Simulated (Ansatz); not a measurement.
# O₂ (triplet): wB97M-V, B2PLYP over vertical spin and charge gaps, def2-QZVPP

Aim: run O₂ (triplet) with these functionals over vertical spin and charge gaps, and hold them against the top wave-function level at the same points.

Computed with Ansatz 0.2.0, Gaussian basis. Level: def2-QZVPP, all electrons in the functionals, frozen cores in the correlation of double hybrids and RPA.

Plan: wB97M-V, B2PLYP, at charge 0, triplet; charge 0, singlet; charge 0, quintet; charge 1, doublet; charge 1, quartet.

2 further runs of the same task are left out: 2 set aside as unsound or not needed.

## Step 1: The geometry

The geometry is a PBE0/def2-TZVP stationary point (not a proven minimum).

2 atoms, charge 0, spin multiplicity 3.

Atoms are counted from 1 here; the program's logs count them from 0.

Bond lengths: O1–O2 1.193 Å.

No dispersion term is added; wB97M-V holds VV10 nonlocal correlation.

The geometry shown and the zero of energy belong to the point charge 0, triplet. The yardstick, UCCSD(T), and other wave-function levels (R restricted, U unrestricted, valence and pair active spaces) come from earlier runs.

## Step 2: wB97M-V, charge 0, triplet

Input file in.yaml:

```yaml
crystal:
  periodic: [false, false, false]
  atoms:
    - {symbol: O, position_ang: [0.000000, 0.000000, 0.000000]}
    - {symbol: O, position_ang: [0.000000, 0.000000, 1.192820]}
basis:
  gaussian: {orbitals: "def2-QZVPP.json"}
magnetization: {spin_polarized: true, initial_magnetization: 2}
hamiltonian: {xc: {name: wB97M-V}}
output: {orbitals: {seedname: orbitals}}
```

Started as:

```bash
$ ansatz run in.yaml --threads 1 --pin off --events-out ev --progress --plain --max-ram 2393MiB
```

The log of the run, shortened:

```text
Functional definition: wB97M-V
  name "wB97M-V"
  cite "Mardirossian & Head-Gordon, J. Chem. Phys. 144, 214110 (2016) doi:10.1063/1.4952647"
  cite "Becke, J. Chem. Phys. 107, 8554 (1997) doi:10.1063/1.475007"
  cite "Vydrov & Van Voorhis, J. Chem. Phys. 133, 244103 (2010) doi:10.1063/1.3521275"
  # Of w^i u^j: cxij and so on, Table III.
[...]
  gx(w, u) = 1 - cx + cx01*u + cx10*w
  gss(w, u) = css00 + css04*u^4 + css10*w + css20*w^2 + css43*w^4*u^3
  gos(w, u) = cos00 + cos10*w + (cos20 + cos21*u)*w^2 + (cos60 + cos61*u)*w^6
[...]
      + integral(e_c_pw_mod_opposite_spin*gos(b97_w_opposite, b97_u_opposite)) + vv10(b, c)
356 factors; their error is unknown
78 factors; integrals over basis functions are off by at most 1.0e-5 eV
[...]
mean field -4091.43422808 eV, -150.3574346082 hartree, gradient 2.5e-5 eV, S^2 2.008198; 0 other end points of the search recorded, 0 dependent functions left out
reference -4091.43425086 eV, -150.3574354454 hartree; 9, 7 occupied and 105, 107 virtual orbitals, 356 factors
Total energy: -4091.43425086 eV, -150.3574354454 hartree
```

It took 2.7 s on 1 thread of Intel Xeon Platinum 8375C at 2.90GHz, shared host.

From the report: ⟨S²⟩ of the determinant 2.008 (pure triplet: 2.00).

## Step 3: wB97M-V, charge 0, singlet

in.yaml, as its differences from that of step 2:

```diff
@@ -7,3 +7,3 @@
   gaussian: {orbitals: "def2-QZVPP.json"}
-magnetization: {spin_polarized: true, initial_magnetization: 2}
+magnetization: {spin_polarized: true, initial_magnetization: 0}
 hamiltonian: {xc: {name: wB97M-V}}
```

Same command.

The log of the run, shortened:

```text
Functional definition: wB97M-V
  name "wB97M-V"
  cite "Mardirossian & Head-Gordon, J. Chem. Phys. 144, 214110 (2016) doi:10.1063/1.4952647"
  cite "Becke, J. Chem. Phys. 107, 8554 (1997) doi:10.1063/1.475007"
  cite "Vydrov & Van Voorhis, J. Chem. Phys. 133, 244103 (2010) doi:10.1063/1.3521275"
  # Of w^i u^j: cxij and so on, Table III.
[...]
  gx(w, u) = 1 - cx + cx01*u + cx10*w
  gss(w, u) = css00 + css04*u^4 + css10*w + css20*w^2 + css43*w^4*u^3
  gos(w, u) = cos00 + cos10*w + (cos20 + cos21*u)*w^2 + (cos60 + cos61*u)*w^6
[...]
      + integral(e_c_pw_mod_opposite_spin*gos(b97_w_opposite, b97_u_opposite)) + vv10(b, c)
356 factors; their error is unknown
78 factors; integrals over basis functions are off by at most 1.0e-5 eV
[...]
mean field -4090.89857139 eV, -150.3377495879 hartree, gradient 6.2e-6 eV, S^2 1.003595; 4 other end points of the search recorded, 0 dependent functions left out
reference -4090.89859429 eV, -150.3377504293 hartree; 8, 8 occupied and 106, 106 virtual orbitals, 356 factors
Total energy: -4090.89859429 eV, -150.3377504293 hartree
```

Wall time 7.5 s (1 thread of Intel Xeon Platinum 8375C at 2.90GHz, shared host).

From the report: ⟨S²⟩ of the determinant 1.004 (pure singlet: 0.00). The determinant is far from a pure spin state, so its energy mixes those of several spin states (harmless only where they are near-degenerate, as at dissociation).

From charge 0, triplet: +0.536 eV.

## Step 4: wB97M-V, charge 0, quintet

in.yaml, as its differences from that of step 3:

```diff
@@ -7,3 +7,3 @@
   gaussian: {orbitals: "def2-QZVPP.json"}
-magnetization: {spin_polarized: true, initial_magnetization: 0}
+magnetization: {spin_polarized: true, initial_magnetization: 4}
 hamiltonian: {xc: {name: wB97M-V}}
```

The command is unchanged.

The log of the run, shortened:

```text
Functional definition: wB97M-V
  name "wB97M-V"
  cite "Mardirossian & Head-Gordon, J. Chem. Phys. 144, 214110 (2016) doi:10.1063/1.4952647"
  cite "Becke, J. Chem. Phys. 107, 8554 (1997) doi:10.1063/1.475007"
  cite "Vydrov & Van Voorhis, J. Chem. Phys. 133, 244103 (2010) doi:10.1063/1.3521275"
  # Of w^i u^j: cxij and so on, Table III.
[...]
  gx(w, u) = 1 - cx + cx01*u + cx10*w
  gss(w, u) = css00 + css04*u^4 + css10*w + css20*w^2 + css43*w^4*u^3
  gos(w, u) = cos00 + cos10*w + (cos20 + cos21*u)*w^2 + (cos60 + cos61*u)*w^6
[...]
      + integral(e_c_pw_mod_opposite_spin*gos(b97_w_opposite, b97_u_opposite)) + vv10(b, c)
356 factors; their error is unknown
78 factors; integrals over basis functions are off by at most 1.0e-5 eV
[...]
a density is far from that of the atoms, so the factors are made again for it
779 factors; integrals over basis functions are off by at most 1.2e-3 eV
89 factors; integrals over basis functions are off by at most 1.0e-5 eV
mean field -4077.23850282 eV, -149.8357513273 hartree, gradient 8.0e-6 eV, S^2 6.007265; 0 other end points of the search recorded, 0 dependent functions left out
reference -4077.23852526 eV, -149.8357521518 hartree; 10, 6 occupied and 104, 108 virtual orbitals, 779 factors
Total energy: -4077.23852526 eV, -149.8357521518 hartree
```

Wall time 14 s (1 thread of Intel Xeon Platinum 8375C at 2.90GHz, shared host); peak memory 0.28 GiB.

From the report: ⟨S²⟩ of the determinant 6.007 (pure quintet: 6.00).

From charge 0, triplet: +14.196 eV.

## Step 5: wB97M-V, charge 1, doublet

in.yaml, as its differences from that of step 4:

```diff
@@ -7,3 +7,4 @@
   gaussian: {orbitals: "def2-QZVPP.json"}
-magnetization: {spin_polarized: true, initial_magnetization: 4}
+total_charge: 1
+magnetization: {spin_polarized: true, initial_magnetization: 1}
 hamiltonian: {xc: {name: wB97M-V}}
```

The command is unchanged.

The log of the run, shortened:

```text
Functional definition: wB97M-V
  name "wB97M-V"
  cite "Mardirossian & Head-Gordon, J. Chem. Phys. 144, 214110 (2016) doi:10.1063/1.4952647"
  cite "Becke, J. Chem. Phys. 107, 8554 (1997) doi:10.1063/1.475007"
  cite "Vydrov & Van Voorhis, J. Chem. Phys. 133, 244103 (2010) doi:10.1063/1.3521275"
  # Of w^i u^j: cxij and so on, Table III.
[...]
  gx(w, u) = 1 - cx + cx01*u + cx10*w
  gss(w, u) = css00 + css04*u^4 + css10*w + css20*w^2 + css43*w^4*u^3
  gos(w, u) = cos00 + cos10*w + (cos20 + cos21*u)*w^2 + (cos60 + cos61*u)*w^6
[...]
      + integral(e_c_pw_mod_opposite_spin*gos(b97_w_opposite, b97_u_opposite)) + vv10(b, c)
356 factors; their error is unknown
78 factors; integrals over basis functions are off by at most 1.0e-5 eV
[...]
mean field -4078.78876717 eV, -149.8927224912 hartree, gradient 1.2e-5 eV, S^2 0.752520; 0 other end points of the search recorded, 0 dependent functions left out
reference -4078.78878798 eV, -149.8927232559 hartree; 8, 7 occupied and 106, 107 virtual orbitals, 356 factors
Total energy: -4078.78878798 eV, -149.8927232559 hartree
```

It took 2.7 s on 1 thread of Intel Xeon Platinum 8375C at 2.90GHz, shared host.

From the report: ⟨S²⟩ of the determinant 0.753 (pure doublet: 0.75).

From charge 0, triplet: +12.645 eV.

## Step 6: wB97M-V, charge 1, quartet

in.yaml, as its differences from that of step 5:

```diff
@@ -8,3 +8,3 @@
 total_charge: 1
-magnetization: {spin_polarized: true, initial_magnetization: 1}
+magnetization: {spin_polarized: true, initial_magnetization: 3}
 hamiltonian: {xc: {name: wB97M-V}}
```

Same command.

The log of the run, shortened:

```text
Functional definition: wB97M-V
  name "wB97M-V"
  cite "Mardirossian & Head-Gordon, J. Chem. Phys. 144, 214110 (2016) doi:10.1063/1.4952647"
  cite "Becke, J. Chem. Phys. 107, 8554 (1997) doi:10.1063/1.475007"
  cite "Vydrov & Van Voorhis, J. Chem. Phys. 133, 244103 (2010) doi:10.1063/1.3521275"
  # Of w^i u^j: cxij and so on, Table III.
[...]
  gx(w, u) = 1 - cx + cx01*u + cx10*w
  gss(w, u) = css00 + css04*u^4 + css10*w + css20*w^2 + css43*w^4*u^3
  gos(w, u) = cos00 + cos10*w + (cos20 + cos21*u)*w^2 + (cos60 + cos61*u)*w^6
[...]
      + integral(e_c_pw_mod_opposite_spin*gos(b97_w_opposite, b97_u_opposite)) + vv10(b, c)
356 factors; their error is unknown
78 factors; integrals over basis functions are off by at most 1.0e-5 eV
[...]
mean field -4074.52618420 eV, -149.7360754564 hartree, gradient 1.3e-5 eV, S^2 3.757711; 4 other end points of the search recorded, 0 dependent functions left out
reference -4074.52620502 eV, -149.7360762214 hartree; 9, 6 occupied and 105, 108 virtual orbitals, 356 factors
Total energy: -4074.52620502 eV, -149.7360762214 hartree
```

Run time: 7.5 s. Hardware: 1 thread of Intel Xeon Platinum 8375C at 2.90GHz, shared host.

From the report: ⟨S²⟩ of the determinant 3.758 (pure quartet: 3.75).

From charge 0, triplet: +16.908 eV.

## Step 7: B2PLYP, charge 0, triplet

Input file in.yaml:

```yaml
crystal:
  periodic: [false, false, false]
  atoms:
    - {symbol: O, position_ang: [0.000000, 0.000000, 0.000000]}
    - {symbol: O, position_ang: [0.000000, 0.000000, 1.192820]}
basis:
  gaussian: {orbitals: "def2-QZVPP.json"}
magnetization: {spin_polarized: true, initial_magnetization: 2}
hamiltonian: {xc: {name: B2PLYP}}
correlation: {electrons: outside_noble_gas}
```

The command is unchanged.

The log of the run, shortened:

```text
Functional definition: B2PLYP
  name "B2PLYP"
  cite "Grimme, J. Chem. Phys. 124, 034108 (2006) doi:10.1063/1.2148954"
  cite "Becke, Phys. Rev. A 38, 3098 (1988) doi:10.1103/PhysRevA.38.3098"
  cite "Lee, Yang & Parr, Phys. Rev. B 37, 785 (1988) doi:10.1103/PhysRevB.37.785"
[...]
739 factors; integrals over basis functions are off by at most 1.2e-3 eV
[...]
mean field -4086.13657793 eV, -150.1627495559 hartree, gradient 5.1e-6 eV, S^2 2.020649; 0 other end points of the search recorded, 0 dependent functions left out
2 core orbitals not correlated: weight in the atoms' cores, before any rotation towards them, 1.000 or more for the frozen orbitals, at most 0.000 for the correlated occupied ones
reference -4086.13666154 eV, -150.1627526286 hartree; 7, 5 occupied and 105, 107 virtual orbitals, 739 factors
second order -15.36889243 eV of doubles, -0.00000000 eV of singles
Total energy: -4090.28626249 eV, -150.3152476510 hartree
```

Wall time 2 s (1 thread of Intel Xeon Platinum 8375C at 2.90GHz, shared host).

From the report: ⟨S²⟩ of the determinant 2.021 (pure triplet: 2.00).

## Step 8: B2PLYP, charge 0, singlet

in.yaml, as its differences from that of step 7:

```diff
@@ -7,3 +7,3 @@
   gaussian: {orbitals: "def2-QZVPP.json"}
-magnetization: {spin_polarized: true, initial_magnetization: 2}
+magnetization: {spin_polarized: true, initial_magnetization: 0}
 hamiltonian: {xc: {name: B2PLYP}}
```

Same command.

The log of the run, shortened:

```text
Functional definition: B2PLYP
  name "B2PLYP"
  cite "Grimme, J. Chem. Phys. 124, 034108 (2006) doi:10.1063/1.2148954"
  cite "Becke, Phys. Rev. A 38, 3098 (1988) doi:10.1103/PhysRevA.38.3098"
  cite "Lee, Yang & Parr, Phys. Rev. B 37, 785 (1988) doi:10.1103/PhysRevB.37.785"
[...]
739 factors; integrals over basis functions are off by at most 1.2e-3 eV
[...]
mean field -4085.59378162 eV, -150.1428021596 hartree, gradient 1.2e-6 eV, S^2 1.012498; 6 other end points of the search recorded, 0 dependent functions left out
2 core orbitals not correlated: weight in the atoms' cores, before any rotation towards them, 1.000 or more for the frozen orbitals, at most 0.000 for the correlated occupied ones
reference -4085.59386583 eV, -150.1428052542 hartree; 6, 6 occupied and 106, 106 virtual orbitals, 739 factors
second order -15.69725879 eV of doubles, -0.00000000 eV of singles
Total energy: -4089.83212570 eV, -150.2985584318 hartree
```

It took 7.5 s on 1 thread of Intel Xeon Platinum 8375C at 2.90GHz, shared host.

From the report: ⟨S²⟩ of the determinant 1.012 (pure singlet: 0.00). The determinant is far from a pure spin state, so its energy mixes those of several spin states (harmless only where they are near-degenerate, as at dissociation).

From charge 0, triplet: +0.454 eV.

## Step 9: B2PLYP, charge 0, quintet

in.yaml, as its differences from that of step 8:

```diff
@@ -7,3 +7,3 @@
   gaussian: {orbitals: "def2-QZVPP.json"}
-magnetization: {spin_polarized: true, initial_magnetization: 0}
+magnetization: {spin_polarized: true, initial_magnetization: 4}
 hamiltonian: {xc: {name: B2PLYP}}
```

Launched as before.

The log of the run, shortened:

```text
Functional definition: B2PLYP
  name "B2PLYP"
  cite "Grimme, J. Chem. Phys. 124, 034108 (2006) doi:10.1063/1.2148954"
  cite "Becke, Phys. Rev. A 38, 3098 (1988) doi:10.1103/PhysRevA.38.3098"
  cite "Lee, Yang & Parr, Phys. Rev. B 37, 785 (1988) doi:10.1103/PhysRevB.37.785"
[...]
739 factors; integrals over basis functions are off by at most 1.2e-3 eV
[...]
a density is far from that of the atoms, so the factors are made again for it
779 factors; integrals over basis functions are off by at most 1.2e-3 eV
[...]
mean field -4072.70657071 eV, -149.6692058940 hartree, gradient 1.8e-6 eV, S^2 6.014804; 3 other end points of the search recorded, 0 dependent functions left out
2 core orbitals not correlated: weight in the atoms' cores, before any rotation towards them, 1.000 or more for the frozen orbitals, at most 0.000 for the correlated occupied ones
reference -4072.70667868 eV, -149.6692098619 hartree; 8, 4 occupied and 104, 108 virtual orbitals, 779 factors
second order -12.37314029 eV of doubles, -0.00000000 eV of singles
Total energy: -4076.04742656 eV, -149.7919800819 hartree
```

Wall time 4.9 s (1 thread of Intel Xeon Platinum 8375C at 2.90GHz, shared host).

From the report: ⟨S²⟩ of the determinant 6.015 (pure quintet: 6.00).

From charge 0, triplet: +14.239 eV.

## Step 10: B2PLYP, charge 1, doublet

in.yaml, as its differences from that of step 9:

```diff
@@ -7,3 +7,4 @@
   gaussian: {orbitals: "def2-QZVPP.json"}
-magnetization: {spin_polarized: true, initial_magnetization: 4}
+total_charge: 1
+magnetization: {spin_polarized: true, initial_magnetization: 1}
 hamiltonian: {xc: {name: B2PLYP}}
```

Same command.

The log of the run, shortened:

```text
Functional definition: B2PLYP
  name "B2PLYP"
  cite "Grimme, J. Chem. Phys. 124, 034108 (2006) doi:10.1063/1.2148954"
  cite "Becke, Phys. Rev. A 38, 3098 (1988) doi:10.1103/PhysRevA.38.3098"
  cite "Lee, Yang & Parr, Phys. Rev. B 37, 785 (1988) doi:10.1103/PhysRevB.37.785"
[...]
739 factors; integrals over basis functions are off by at most 1.2e-3 eV
[...]
mean field -4073.15310677 eV, -149.6856157913 hartree, gradient 2.7e-6 eV, S^2 0.968674; 2 other end points of the search recorded, 0 dependent functions left out
2 core orbitals not correlated: weight in the atoms' cores, before any rotation towards them, 1.000 or more for the frozen orbitals, at most 0.000 for the correlated occupied ones
reference -4073.15318255 eV, -149.6856185765 hartree; 6, 5 occupied and 106, 107 virtual orbitals, 739 factors
second order -16.12690696 eV of doubles, -0.00000000 eV of singles
Total energy: -4077.50744743 eV, -149.8456348594 hartree
```

It took 4.3 s on 1 thread of Intel Xeon Platinum 8375C at 2.90GHz, shared host.

From the report: ⟨S²⟩ of the determinant 0.969 (pure doublet: 0.75).

From charge 0, triplet: +12.779 eV.

## Step 11: B2PLYP, charge 1, quartet

in.yaml, as its differences from that of step 10:

```diff
@@ -8,3 +8,3 @@
 total_charge: 1
-magnetization: {spin_polarized: true, initial_magnetization: 1}
+magnetization: {spin_polarized: true, initial_magnetization: 3}
 hamiltonian: {xc: {name: B2PLYP}}
```

Launched as before.

The log of the run, shortened:

```text
Functional definition: B2PLYP
  name "B2PLYP"
  cite "Grimme, J. Chem. Phys. 124, 034108 (2006) doi:10.1063/1.2148954"
  cite "Becke, Phys. Rev. A 38, 3098 (1988) doi:10.1103/PhysRevA.38.3098"
  cite "Lee, Yang & Parr, Phys. Rev. B 37, 785 (1988) doi:10.1103/PhysRevB.37.785"
[...]
739 factors; integrals over basis functions are off by at most 1.2e-3 eV
[...]
mean field -4070.10886638 eV, -149.5737420207 hartree, gradient 3.4e-6 eV, S^2 3.766406; 0 other end points of the search recorded, 0 dependent functions left out
2 core orbitals not correlated: weight in the atoms' cores, before any rotation towards them, 1.000 or more for the frozen orbitals, at most 0.000 for the correlated occupied ones
reference -4070.10894123 eV, -149.5737447712 hartree; 7, 4 occupied and 105, 108 virtual orbitals, 739 factors
second order -11.61402934 eV of doubles, -0.00000000 eV of singles
Total energy: -4073.24472915 eV, -149.6889828519 hartree
```

Run time: 2.1 s. Hardware: 1 thread of Intel Xeon Platinum 8375C at 2.90GHz, shared host.

From the report: ⟨S²⟩ of the determinant 3.766 (pure quartet: 3.75).

From charge 0, triplet: +17.042 eV.

## Step 12: The comparison

No level is safe as a reference over these points; UCCSD(T) serves as a yardstick only. It comes from earlier runs at the same points. Energies in eV, counted from charge 0, triplet; blanks weren't run or aren't comparable.

```
   level  triplet to singlet  triplet to quintet  ionisation to the doublet cation  ionisation to the quartet cation
UCCSD(T)                                  14.304                            12.305                            16.889
 wB97M-V               0.536              14.196                            12.645                            16.908
  B2PLYP               0.454              14.239                            12.779                            17.042
```

Largest miss and mean time a point (UCCSD(T) took 9.1 s a point; shared hosts):

```
  level  largest miss (eV)                             where  time a point
wB97M-V             +0.340  ionisation to the doublet cation         6.8 s
 B2PLYP             +0.473  ionisation to the doublet cation         4.2 s
```

## Step 13: What came out

| quantity | value |
| --- | --- |
| triplet to quintet, UCCSD(T) | 14.304 eV |
| ionisation to the doublet cation, UCCSD(T) | 12.305 eV |
| ionisation to the quartet cation, UCCSD(T) | 16.889 eV |
| largest miss, wB97M-V | +0.340 eV (ionisation to the doublet cation) |
| largest miss, B2PLYP | +0.473 eV (ionisation to the doublet cation) |

What this shows: Misses are known at 3 of 4 points at best, and only functionals with that many are ranked. Of the functionals, wB97M-V keep the smallest largest miss at the points compared (at most 0.340 eV) and B2PLYP strays most (0.473 eV, at ionisation to the doublet cation). wB97M-V, B2PLYP clearly break the spin symmetry at some points (⟨S²⟩ up to 1.01 above the pure value), so energy there is bought with a mixed spin. Functionals and the yardstick converge differently with the basis, so part of each miss in def2-QZVPP is the basis. The yardstick itself may be off where one determinant is a poor start.
